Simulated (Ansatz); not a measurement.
The input, for Ansatz 0.2.0:

```yaml
crystal:
  periodic: [false, false, false]
  atoms:
    - {symbol: F, position_ang: [0.000000, 0.000000, 0.000000]}
    - {symbol: As, position_ang: [0.000000, 0.000000, 1.741200]}
basis:
  gaussian: {orbitals: cc-pVDZ}
total_charge: 1
magnetization: {spin_polarized: false, initial_magnetization: 3}
hamiltonian: {xc: hf}
output: {orbitals: {seedname: orbitals}}
```

```sh
$ ansatz run in.yaml --threads 1 --pin off --events-out ev --progress --plain --max-ram 2393MiB
```

The program prints:

```
458 factors; integrals over basis functions are off by at most 8.4e-4 eV
mean field evaluation 1: about -63480.3408 eV, gradient 5.6e1 eV
mean field evaluation 2: about -63480.4473 eV, gradient 5.6e1 eV
mean field evaluation 4: about -63486.8630 eV, gradient 1.7e1 eV
mean field evaluation 8: about -63487.7467 eV, gradient 7.5e-1 eV
mean field evaluation 16: about -63487.7524 eV, gradient 8.5e-6 eV
mean field evaluation 32: about -63475.3198 eV, gradient 5.9e1 eV
mean field -63487.75237951 eV, -2333.1318664029 hartree, gradient 1.0e-5 eV, S^2 3.750000; 1 other end points of the search recorded, 0 dependent functions left out
reference -63487.75237951 eV, -2333.1318664029 hartree; 22, 19 occupied and 19, 22 virtual orbitals, 458 factors
Total energy: -63487.75237951 eV, -2333.1318664029 hartree
```

Ran on 1 thread of Arm Neoverse V1, shared host: 0.81 s wall, 0.15 GiB peak host memory.
